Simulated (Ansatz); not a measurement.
Input file:

```yaml
crystal:
  periodic: [false, false, false]
  atoms:
    - {symbol: B, position_ang: [0.000000, 0.000000, 0.000000]}
    - {symbol: H, position_ang: [0.000000, 0.000000, 1.352000]}
basis:
  gaussian: {orbitals: aug-cc-pVTZ}
total_charge: -1
magnetization: {spin_polarized: true, initial_magnetization: 3}
correlation: {method: ccsd_t, electrons: outside_noble_gas}
output: {forces: true}
```

```sh
$ ansatz run in.yaml --threads 1 --pin off --events-out ev --progress --plain --max-ram 2816MiB --backend cpu
```

Q: Roughly how long does this take on 1 thread of AMD EPYC 7R13, shared host, and how much host memory?

A: 8.5 s wall and 0.37 GiB.

```
398 factors; integrals over basis functions are off by at most 1.3e-3 eV
mean field evaluation 1: about -680.4381 eV, gradient 1.1e1 eV
mean field evaluation 2: about -680.4534 eV, gradient 1.1e1 eV
mean field evaluation 4: about -682.8436 eV, gradient 2.9e0 eV
mean field evaluation 8: about -683.1891 eV, gradient 2.9e-1 eV
mean field evaluation 16: about -683.1052 eV, gradient 1.3e0 eV
mean field evaluation 32: about -682.2661 eV, gradient 4.8e-1 eV
mean field evaluation 64: about -682.8015 eV, gradient 3.1e0 eV
mean field evaluation 96: about -681.7567 eV, gradient 1.0e-1 eV
mean field evaluation 128: about -681.0906 eV, gradient 6.2e-1 eV
mean field evaluation 160: about -681.6397 eV, gradient 6.0e0 eV
...
cycle   4  -2.36263258 eV  change   -1.6e-3 eV  update   1.3e-3
cycle   5  -2.36315900 eV  change   -5.3e-4 eV  update   4.9e-4
cycle   6  -2.36333097 eV  change   -1.7e-4 eV  update   2.0e-4
cycle   7  -2.36342615 eV  change   -9.5e-5 eV  update   8.4e-5
cycle   8  -2.36345774 eV  change   -3.2e-5 eV  update   3.5e-5
cycle   9  -2.36346323 eV  change   -5.5e-6 eV  update   1.4e-5
cycle  10  -2.36346552 eV  change   -2.3e-6 eV  update   5.3e-6
cycle  11  -2.36346638 eV  change   -8.6e-7 eV  update   2.1e-6
cycle  12  -2.36346635 eV  change    2.9e-8 eV  update   7.9e-7
cycle  13  -2.36346630 eV  change    5.4e-8 eV  update   2.6e-7
perturbative correction -0.09296206 eV, -0.0034162926 hartree
the calculation of the forces begins
Total energy: -685.64872862 eV, -25.1971260274 hartree
Atom 0 at     0.000000     0.000000     0.000000 Å, force     0.000000     0.000000     2.129432 eV/Å
Atom 1 at     0.000000     0.000000     1.352000 Å, force    -0.000000    -0.000000    -2.129432 eV/Å
Dipole moment:     0.000000     0.000000     0.163168 e Å
```

Forces (eV/Å):
```
B    0.000  0.000  2.129
H    0.000  0.000 -2.129
```

For the same geometry and basis UCCSDT(Q) lies 25.8 meV lower.
